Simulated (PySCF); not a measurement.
# C4H7F: the cost of one run

Method: levels as typed in each script, gas phase, geometry from GFN2-xTB; program: PySCF 2.14.0.

1 further run of the same task is left out (it didn't finish).

### Step 1. The starting structure

SMILES `CC/C=C\F`, 12 atoms, charge 0, spin multiplicity 1.

Bond lengths: C1–C2 1.528 Å, C1–H6 1.088 Å, C1–H7 1.088 Å, C1–H8 1.087 Å, C2–C3 1.495 Å, C2–H9 1.094 Å, C2–H10 1.091 Å, C3–C4 1.319 Å, C3–H11 1.080 Å, C4–F5 1.347 Å, C4–H12 1.080 Å. Angles: C2–C1–H6 110.6°, C2–C1–H7 110.4°, C2–C1–H8 110.3°, H6–C1–H7 108.5°, H6–C1–H8 108.5°, H7–C1–H8 108.5°, C1–C2–C3 111.1°, C1–C2–H9 109.0°, C1–C2–H10 110.0°, C3–C2–H9 108.8°, C3–C2–H10 109.7°, H9–C2–H10 108.2°, C2–C3–C4 125.2°, C2–C3–H11 116.9°, C4–C3–H11 117.8°, C3–C4–F5 122.4°, C3–C4–H12 126.1°, F5–C4–H12 111.5°.

Coordinates:

```mol
C4H7F
  3D, bonds by distance, orders not assigned

 12 11  0  0  0  0  0  0  0  0999 V2000
    2.1395    0.1685   -0.3901 C   0  0
    0.9256    0.2452    0.5342 C   0  0
   -0.1004   -0.7766    0.1619 C   0  0
   -1.3607   -0.5179   -0.1295 C   0  0
   -1.8660    0.7310   -0.1074 F   0  0
    2.5951   -0.8184   -0.3429 H   0  0
    1.8454    0.3635   -1.4188 H   0  0
    2.8824    0.9062   -0.0978 H   0  0
    1.2482    0.0609    1.5632 H   0  0
    0.4849    1.2420    0.4892 H   0  0
    0.2263   -1.8046    0.1186 H   0  0
   -2.1117   -1.2438   -0.4037 H   0  0
  1  2  8  0
  2  3  8  0
  3  4  8  0
  4  5  8  0
  1  6  8  0
  1  7  8  0
  1  8  8  0
  2  9  8  0
  2 10  8  0
  3 11  8  0
  4 12  8  0
M  END
```

### Step 2. Stretching a bond (def2-svp)

input.py

```python
import numpy as np
from pyscf import gto, scf, mcscf

mol = gto.M(atom='''
C      2.13947     0.16849    -0.39014
C      0.92557     0.24519     0.53423
C     -0.10045    -0.77661     0.16192
C     -1.36073    -0.51787    -0.12954
F     -1.86599     0.73100    -0.10739
H      2.59505    -0.81838    -0.34290
H      1.84543     0.36353    -1.41885
H      2.88240     0.90623    -0.09776
H      1.24822     0.06086     1.56319
H      0.48494     1.24196     0.48916
H      0.22632    -1.80460     0.11860
H     -2.11172    -1.24385    -0.40372
''', basis='def2-svp', charge=0, spin=0, verbose=4)
# stretch the bond between atoms 4 and 5, from long to short, fragments rigid
a, b, move = 3, 4, [4]
xyz = mol.atom_coords(unit='Angstrom')
u = xyz[b] - xyz[a]
r0 = np.linalg.norm(u)
rows, last, dm_u = [], None, None
for r in [3.72, 2.93, 2.39, 2.06, 1.8, 1.6, 1.46, 1.33, 1.22]:
    new = xyz.copy()
    new[move] += u / r0 * (r - r0)
    m = mol.set_geom_(new, unit='Angstrom', inplace=False)
    rhf = scf.RHF(m).density_fit(auxbasis='def2-universal-jkfit').run()
    uhf = scf.UHF(m).density_fit(auxbasis='def2-universal-jkfit').newton()
    if dm_u is None:
        c = rhf.mo_coeff
        h = m.nelectron // 2 - 1
        ca, cb = c.copy(), c.copy()
        ca[:, h], cb[:, h] = (c[:, h] + c[:, h + 1]) / 2**.5, (c[:, h] - c[:, h + 1]) / 2**.5
        dm_u = np.array([x[:, :h + 1] @ x[:, :h + 1].T for x in (ca, cb)])
    uhf.kernel(dm0=dm_u)
    for _ in range(3):
        c, _, stable, _ = uhf.stability(return_status=True)
        if stable:
            break
        uhf.kernel(c, uhf.mo_occ)
    dm_u = uhf.make_rdm1()
    mc = mcscf.CASSCF(rhf, 2, 2)
    mc.natorb = True
    mc.fix_spin_(ss=0)
    guess = mcscf.addons.make_natural_orbitals(uhf)[1] if last is None else mcscf.project_init_guess(mc, last.mo_coeff, last.mol)
    mc.kernel(guess)
    last = mc
    act = slice(mc.ncore, mc.ncore + mc.ncas)
    print('r %.3f  RHF %.6f  UHF %.6f  <S^2> %.3f  CASSCF %.6f  occupations' % (r, rhf.e_tot, uhf.e_tot, uhf.spin_square()[0], mc.e_tot), mc.mo_occ[act].round(4))
    rows.append((new, rhf.e_tot, uhf.e_tot, uhf.spin_square()[0], mc.e_tot, mc.mo_occ[act], mc.mo_coeff[:, act], dm_u[0] - dm_u[1], rhf.converged and uhf.converged and mc.converged))
    np.savez('result.npz', **{k: [row[i] for row in rows] for i, k in enumerate('xyz rhf uhf s2 cas occ c spin ok'.split())})
```

Run with:

```
> OMP_NUM_THREADS=1 python input.py
```

What time and memory should one allow on 1 thread of Arm Neoverse V2, shared host?

About 8.2 min, with a peak of 0.28 GiB.
